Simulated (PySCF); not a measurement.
PySCF job for diphosphorus cation (P₂), SMILES P#P (connectivity only; charge and spin as stated), charge +1, multiplicity 2, TDA-PBE0/def2-TZVPD. Geometry optimised at B3LYP-D3(BJ)/def2-TZVPD. The spin state was assumed, not searched.

```python
import numpy as np
from pyscf import gto, scf, dft, tdscf

mol = gto.M(
    atom='''
    P     0.00000000    0.00000000   -0.98806875
    P     0.00000000    0.00000000    0.98806875
    ''',
    basis='def2-TZVPD',
    charge=1,
    spin=1,
    max_memory=1600,
    verbose=4,
)
mf = dft.UKS(mol, xc='pbe0').density_fit(auxbasis='def2-universal-jkfit')
mf.grids.level = 3
mf.conv_tol = 1e-9
mf.max_cycle = 100
mf.kernel()
fine, coarse = mf.grids, dft.Grids(mol).set(level=1).build(with_non0tab=True)
for _ in range(3):  # follow internal instabilities
    mf.grids = coarse
    mo, _, stable, _ = mf.stability(return_status=True, nroots=4)
    mf.grids = fine
    if stable:
        break
    mf.kernel(mf.make_rdm1(mo, mf.mo_occ))
mf.grids = dft.Grids(mol).set(level=1).build(with_non0tab=True)  # coarser grid for the response kernel
td = tdscf.TDA(mf)
td.nstates = 10
td.conv_tol = 1e-4
td.kernel(x0=td.get_init_guess(mf, 15))
td.analyze()
```

Output:

```
PySCF version 2.14.0

[INPUT] verbose = 4
[INPUT] num. atoms = 2
[INPUT] num. electrons = 29
[INPUT] charge = 1
[INPUT] spin (= nelec alpha-beta = 2S) = 1
[INPUT] symmetry False subgroup None
[INPUT] Mole.unit = angstrom
[INPUT] Symbol           X                Y                Z      unit          X                Y                Z       unit  Magmom
[INPUT]  1 P      0.000000000000   0.000000000000  -0.988068750000 AA    0.000000000000   0.000000000000  -1.867179329741 Bohr   0.0
[INPUT]  2 P      0.000000000000   0.000000000000   0.988068750000 AA    0.000000000000   0.000000000000   1.867179329741 Bohr   0.0

nuclear repulsion = 60.251309666964
number of shells = 30
number of NR pGTOs = 138
number of NR cGTOs = 86
basis = def2-TZVPD
ecp = {}


******** <class 'pyscf.df.df_jk.DFUKS'> ********
method = DFUKS
initial guess = minao
damping factor = 0
level_shift factor = 0
DIIS = <class 'pyscf.scf.diis.CDIIS'>
diis_start_cycle = 1
diis_space = 8
diis_damp = 0
SCF conv_tol = 1e-09
SCF conv_tol_grad = None
SCF max_cycles = 100
direct_scf = False
number electrons alpha = 15  beta = 14
XC library pyscf.dft.libxc version 7.1.2
    S. Lehtola, C. Steigemann, M. J. T. Oliveira, and M. A. L. Marques,  SoftwareX 7, 1–5 (2018)
XC functionals = pbe0
    C. Adamo and V. Barone,  J. Chem. Phys. 110, 6158 (1999)
    M. Ernzerhof and G. E. Scuseria,  J. Chem. Phys. 110, 5029 (1999)
radial grids:
    Treutler-Ahlrichs [JCP 102, 346 (1995); DOI:10.1063/1.469408] (M4) radial grids

becke partition: Becke, JCP 88, 2547 (1988); DOI:10.1063/1.454033
pruning grids: <function nwchem_prune>
grids dens level: 3
symmetrized grids: False
atomic radii adjust function: <function treutler_atomic_radii_adjust>
small_rho_cutoff = 0
Set gradient conv threshold to 3.16228e-05
tot grids = 38360
******** <class 'pyscf.df.df.DF'> ********
auxbasis = def2-universal-jkfit
init E= -682.438283415928
  alpha nocc = 15  HOMO = -0.291506813786287  LUMO = -0.132880915625135

WARN: beta  nocc = 14  HOMO -0.291506813786294 >= LUMO -0.291506813786281


WARN: HOMO -0.291506813786287 >= LUMO -0.291506813786281

cycle= 1 E= -682.046197141623  delta_E= 0.392  |g|= 0.186  |ddm|= 0.943
  alpha nocc = 15  HOMO = -0.597037805682564  LUMO = -0.38554975516117
  beta  nocc = 14  HOMO = -0.586863639948842  LUMO = -0.505367560219332
  HOMO = -0.586863639949  LUMO = -0.505367560219  gap/eV = 2.21762
cycle= 2 E= -682.064724527563  delta_E= -0.0185  |g|= 0.103  |ddm|=  0.4
  alpha nocc = 15  HOMO = -0.560140671098537  LUMO = -0.354680681062153
  beta  nocc = 14  HOMO = -0.550592561789619  LUMO = -0.465375005342718
  HOMO = -0.55059256179  LUMO = -0.465375005343  gap/eV = 2.31889
cycle= 3 E= -682.067934056289  delta_E= -0.00321  |g|= 0.0119  |ddm|= 0.112
  alpha nocc = 15  HOMO = -0.557583207489273  LUMO = -0.350758207275879
  beta  nocc = 14  HOMO = -0.548475248481195  LUMO = -0.461094460768741
  HOMO = -0.548475248481  LUMO = -0.461094460769  gap/eV = 2.37775
cycle= 4 E= -682.068008474174  delta_E= -7.44e-05  |g|= 0.00403  |ddm|= 0.0168
  alpha nocc = 15  HOMO = -0.556081185870045  LUMO = -0.350089975726789
  beta  nocc = 14  HOMO = -0.547125020521642  LUMO = -0.45916918005117
  HOMO = -0.547125020522  LUMO = -0.459169180051  gap/eV = 2.39340
cycle= 5 E= -682.068019521378  delta_E= -1.1e-05  |g|= 0.00118  |ddm|= 0.0058
  alpha nocc = 15  HOMO = -0.55654905714024  LUMO = -0.350485370745343
  beta  nocc = 14  HOMO = -0.547611991503482  LUMO = -0.459509130086659
  HOMO = -0.547611991503  LUMO = -0.459509130087  gap/eV = 2.39740
cycle= 6 E= -682.068020695783  delta_E= -1.17e-06  |g|= 0.000153  |ddm|= 0.00158
  alpha nocc = 15  HOMO = -0.556539796881269  LUMO = -0.3504831870189
  beta  nocc = 14  HOMO = -0.547593393580021  LUMO = -0.459461532868508
  HOMO = -0.54759339358  LUMO = -0.459461532869  gap/eV = 2.39819
cycle= 7 E= -682.068020735513  delta_E= -3.97e-08  |g|= 2.75e-05  |ddm|= 0.000354
  alpha nocc = 15  HOMO = -0.556544251021972  LUMO = -0.350484995909717
  beta  nocc = 14  HOMO = -0.547590895929321  LUMO = -0.459462190371154
  HOMO = -0.547590895929  LUMO = -0.459462190371  gap/eV = 2.39810
cycle= 8 E= -682.068020736819  delta_E= -1.31e-09  |g|= 3.89e-06  |ddm|= 6.38e-05
  alpha nocc = 15  HOMO = -0.556543977341754  LUMO = -0.350483489569857
  beta  nocc = 14  HOMO = -0.547589648864118  LUMO = -0.459461440834829
  HOMO = -0.547589648864  LUMO = -0.459461440835  gap/eV = 2.39809
cycle= 9 E= -682.068020736839  delta_E= -2.05e-11  |g|= 3.9e-07  |ddm|= 8.58e-06
  alpha nocc = 15  HOMO = -0.556544084557473  LUMO = -0.350483511195886
  beta  nocc = 14  HOMO = -0.547589745187992  LUMO = -0.459461561039149
  HOMO = -0.547589745188  LUMO = -0.459461561039  gap/eV = 2.39809
Extra cycle  E= -682.068020736838  delta_E= 9.09e-13  |g|= 1.63e-07  |ddm|= 6.62e-07
converged SCF energy = -682.068020736838  <S^2> = 0.75415241  2S+1 = 2.0041481
tot grids = 12824
uhf_internal: lowest eigs of H = [1.44133298e-05 3.26104097e-02 7.31228481e-02 1.45413976e-01]
<class 'pyscf.df.df_jk.DFUKS'> wavefunction is stable in the internal stability analysis
tot grids = 12824


******** <class 'pyscf.tdscf.uks.TDA'> for <class 'pyscf.df.df_jk.DFUKS'> ********
nstates = 10
deg_eia_thresh = 1.000e-03
wfnsym = None
conv_tol = 0.0001
eigh lindep = 1e-12
eigh level_shift = 0
eigh max_cycle = 100


Excitation energies (eV)
[0.16695072 0.68699114 2.47308602 2.61888622 2.83566356 3.27164332
 3.53594099 3.75442007 4.38535091 4.43966833]

** Excitation energies and oscillator strengths **
Excited State   1:      0.16695 eV   7426.39 nm  f=0.0000
      14b ->   15b     -0.99870
Excited State   2:      0.68699 eV   1804.74 nm  f=0.0011
      13b ->   15b     -0.99510
Excited State   3:      2.47309 eV    501.33 nm  f=0.0000
      13a ->   16a      0.12655
      15a ->   17a      0.64468
      14b ->   16b     -0.74935
Excited State   4:      2.61889 eV    473.42 nm  f=0.0000
      15a ->   16a      0.96515
      14b ->   17b     -0.24048
Excited State   5:      2.83566 eV    437.23 nm  f=0.0000
      14a ->   16a     -0.89689
      12b ->   15b      0.19851
      13b ->   17b      0.38562
Excited State   6:      3.27164 eV    378.97 nm  f=0.0000
      14a ->   17a      0.68893
      13b ->   16b     -0.71867
Excited State   7:      3.53594 eV    350.64 nm  f=0.0004
      13a ->   16a      0.83299
      15a ->   17a     -0.47848
      14b ->   16b     -0.27188
Excited State   8:      3.75442 eV    330.24 nm  f=0.0000
      13a ->   17a      0.42685
      15a ->   16a     -0.25589
      14b ->   17b     -0.86536
Excited State   9:      4.38535 eV    282.72 nm  f=0.0000
      13a ->   17a     -0.89885
      14b ->   17b     -0.43592
Excited State  10:      4.43967 eV    279.26 nm  f=0.0000
      14a ->   17a      0.71787
      13b ->   16b      0.68781

** Transition electric dipole moments (AU) **
state          X           Y           Z        Dip. S.      Osc.
  1         0.0000     -0.0000     -0.0000      0.0000      0.0000
  2        -0.1488     -0.2083      0.0000      0.0655      0.0011
  3         0.0000      0.0000     -0.0166      0.0003      0.0000
  4        -0.0000      0.0000      0.0000      0.0000      0.0000
  5        -0.0000     -0.0000      0.0000      0.0000      0.0000
  6        -0.0000      0.0000     -0.0000      0.0000      0.0000
  7        -0.0000     -0.0000     -0.0680      0.0046      0.0004
  8         0.0000     -0.0000      0.0000      0.0000      0.0000
  9         0.0000     -0.0000     -0.0000      0.0000      0.0000
 10         0.0000     -0.0000     -0.0000      0.0000      0.0000

** Transition velocity dipole moments (imaginary part, AU) **
state          X           Y           Z        Dip. S.      Osc.
  1         0.0000     -0.0000      0.0000      0.0000      0.0000
  2         0.0113      0.0158      0.0000      0.0004      0.0100
  3        -0.0000     -0.0000     -0.0061      0.0000      0.0003
  4        -0.0000      0.0000     -0.0000      0.0000      0.0000
  5         0.0000      0.0000      0.0000      0.0000      0.0000
  6         0.0000     -0.0000     -0.0000      0.0000      0.0000
  7        -0.0000     -0.0000     -0.0106      0.0001      0.0006
  8         0.0000     -0.0000     -0.0000      0.0000      0.0000
  9         0.0000     -0.0000      0.0000      0.0000      0.0000
 10         0.0000     -0.0000     -0.0000      0.0000      0.0000

** Transition magnetic dipole moments (imaginary part, AU) **
state          X           Y           Z
  1        -0.0000      0.0000      1.0024
  2        -0.0000      0.0000      0.0000
  3        -0.0000      0.0000      0.0000
  4        -0.0000      0.0000      0.0000
  5         0.3284     -0.2346     -0.0000
  6        -0.0213     -0.0298      0.0000
  7         0.0000     -0.0000      0.0000
  8         0.0000      0.0000      0.0000
  9        -0.0000      0.0000      0.0000
 10         0.9482      1.3274      0.0000
```

The run converged.
